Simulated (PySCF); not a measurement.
C4H7O (doublet state).
Atom-mapped SMILES: `[CH2:1][C@@H:2]1[O:3][C@H:4]1[CH3:5]` (hydrogens: H6, H7 on C1; H8 on C2; H9 on C4; H10, H11, H12 on C5)

Structure used (GFN2-xTB), in Å, numbered top down from 1:
```xyz
12
C4H7O angstrom
C      2.0679    0.1919    0.2611
C      0.7999   -0.4405    0.0689
O      0.2755   -0.5608   -1.2435
C     -0.4026    0.3209   -0.4118
C     -1.7837   -0.0430    0.0616
H      2.6862   -0.0807    1.0913
H      2.4186    0.9215   -0.4417
H      0.5799   -1.2907    0.7112
H     -0.2544    1.3732   -0.6495
H     -1.8611   -1.1166    0.2142
H     -2.0044    0.4705    0.9951
H     -2.5205    0.2537   -0.6829
```

The hyperfine couplings belong to this conformer and change with its torsions.

The calculation used UKS B3LYP, pcH-1 on C H O, non-relativistic, mean-field spin-orbit, GIAO (PySCF). Geometry: GFN2-xTB, one conformer, isolated molecule. The geometry wasn't refined by DFT: couplings that depend on bond lengths, twists or pyramidal angles can differ widely from those at the functional's own minimum. No stability test was run, so a lower SCF solution isn't excluded.

Task: The isotropic 13C couplings are +77.7, +62.1, -42.8, +4.8 MHz. Assign them to C1; C2; C4; C5.

Result: 
```csv
site,a_iso (MHz),ρ(0) (bohr⁻³),position,distance from C1 (Å),spin population,largest |T| (MHz)
C1,+77.7,+0.0691,largest spin population,0.00,+1.00,149.4
C2,-42.8,-0.0381,1 bond from C1,1.43,-0.12,7.5
C4,+62.1,+0.0552,2 bonds from C1,2.56,+0.12,27.7
C5,+4.8,+0.0043,3 bonds from C1,3.86,0.00,2.8
```

ρ(0) is the spin density at the nucleus and T the dipolar tensor; entries for several nuclei are means. The Mulliken spin populations are largest on C1 (+1.00), C4 (+0.12), C2 (-0.12) and O3 (+0.07). No atom but C1 exceeds +0.15. The angles at C1 add up to 360.0°, so it is planar; its axial dipolar tensor and the negative couplings of its protons fit spin in a p orbital normal to that plane.

The spin density at the nucleus, in bohr⁻³, is negative for C2 (-0.0381), H6 (-0.0132) and H7 (-0.0130), for instance. A restricted open-shell determinant has no negative spin density anywhere; here it arises because α and β orbitals differ (spin polarisation).

Class means assume fast exchange of nuclei equivalent by connectivity; if that motion is slow, each nucleus keeps its own coupling. H6 and H7 aren't averaged: C1 is flat or nearly so (angle sum 360°), and its turn about the short C1–C2 bond (1.43 Å) is taken as slow. The three 1H nuclei of mean +6.4 MHz run from 0.6 to 16.6 MHz in the frozen geometry.
